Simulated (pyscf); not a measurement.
PySCF, gas phase, ωB97X-D3(BJ)/def2-SVP geometries.

For the elementary gas-phase step F–Nb(F)(F)(F)–F (SMILES [F][Nb]([F])([F])([F])[F]) + H₂S (SMILES S) → HF (SMILES F) + F–Nb(F)(F)(F)–SH (SMILES [F][Nb]([F])([F])([F])[SH]) (singlet surface; F–Nb, H–S broken, F–H, Nb–S formed), what barrier and reaction energy does ωB97M-D3(BJ)/def2-TZVP give, measured from the separated reactants?

ΔE‡ = 0.52 eV, ΔE = +0.66 eV. Zero-point energy shifts the barrier by +0.02 eV. It is a four-centre exchange, with an imaginary mode of 762i cm⁻¹. On the reactant side the descent ends in an adduct with a Nb–S contact, 0.72 eV under the separated species and 1.02 eV under the saddle at ωB97X-D3(BJ)/def2-TZVP. On the product side the descent ends in an adduct with a F–Nb contact, 0.35 eV under the separated species and 0.17 eV under the saddle at ωB97X-D3(BJ)/def2-TZVP. At ωB97M-D3(BJ) the saddle lies under the separated products, which points to a path from their complex (located at ωB97X-D3(BJ) alone), and parting the products costs more than the saddle. What is counted as formed (Nb–S) is already present as a longer contact in the reactant adduct; forming that adduct is a step of its own. What is counted as broken (F–Nb) persists as a longer contact in the product adduct; parting that adduct is a step of its own. At ωB97X-D3(BJ)/def2-TZVP the barrier from the zero used here is 0.30 eV. One saddle was located; it need not be the lowest between these sides. Elements past Kr carry the def2 core potentials, without spin-orbit coupling.
